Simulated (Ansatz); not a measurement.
The input, for Ansatz 0.2.0:

```yaml
crystal:
  periodic: [false, false, false]
  atoms:
    - {symbol: Si, position_ang: [0.000000, 0.000000, 0.000000]}
    - {symbol: P, position_ang: [0.000000, 0.000000, 3.504000]}
basis:
  gaussian: {orbitals: 6-31G}
total_charge: 1
magnetization: {spin_polarized: true, initial_magnetization: 2}
correlation: {method: ccsdt_q, electrons: outside_noble_gas}
```

```sh
$ ansatz run in.yaml --threads 1 --pin off --events-out ev --progress --plain --max-ram 2393MiB
```

Problem. Roughly how long does this take on 1 thread of Arm Neoverse V2, shared host, and how much host memory?

Solution. 6 s wall and 0.1 GiB.

```
488 factors; integrals over basis functions are off by at most 4.4e-8 eV
mean field evaluation 1: about -17115.5030 eV, gradient 1.5e1 eV
mean field evaluation 2: about -17115.5067 eV, gradient 1.5e1 eV
mean field evaluation 4: about -17120.1441 eV, gradient 4.4e0 eV
mean field evaluation 8: about -17122.4800 eV, gradient 5.6e-1 eV
mean field evaluation 16: about -17122.4925 eV, gradient 1.4e-6 eV
mean field evaluation 32: about -17121.8457 eV, gradient 6.4e0 eV
mean field evaluation 64: about -17115.5030 eV, gradient 1.5e1 eV
mean field evaluation 96: about -17122.5734 eV, gradient 2.4e-1 eV
mean field evaluation 128: about -17120.0858 eV, gradient 3.5e-1 eV
mean field evaluation 160: about -17121.4233 eV, gradient 3.1e-5 eV
...
cycle  45  -1.55891754 eV  change   -2.6e-6 eV  update   2.2e-6
cycle  46  -1.55892011 eV  change   -2.6e-6 eV  update   2.5e-6
cycle  47  -1.55892168 eV  change   -1.6e-6 eV  update   3.4e-6
cycle  48  -1.55892330 eV  change   -1.6e-6 eV  update   1.4e-6
cycle  49  -1.55892519 eV  change   -1.9e-6 eV  update   1.3e-6
cycle  50  -1.55892706 eV  change   -1.9e-6 eV  update   1.1e-6
cycle  51  -1.55892850 eV  change   -1.4e-6 eV  update   8.3e-7
cycle  52  -1.55892912 eV  change   -6.1e-7 eV  update   5.6e-7
cycle  53  -1.55892955 eV  change   -4.3e-7 eV  update   5.9e-7
cycle  54  -1.55892978 eV  change   -2.3e-7 eV  update   3.9e-7
perturbative correction -0.00325665 eV, -0.0001196796 hartree
Total energy: -17124.05473089 eV, -629.2974042589 hartree
```

For the same geometry and basis full CI lies 0.8 meV lower.
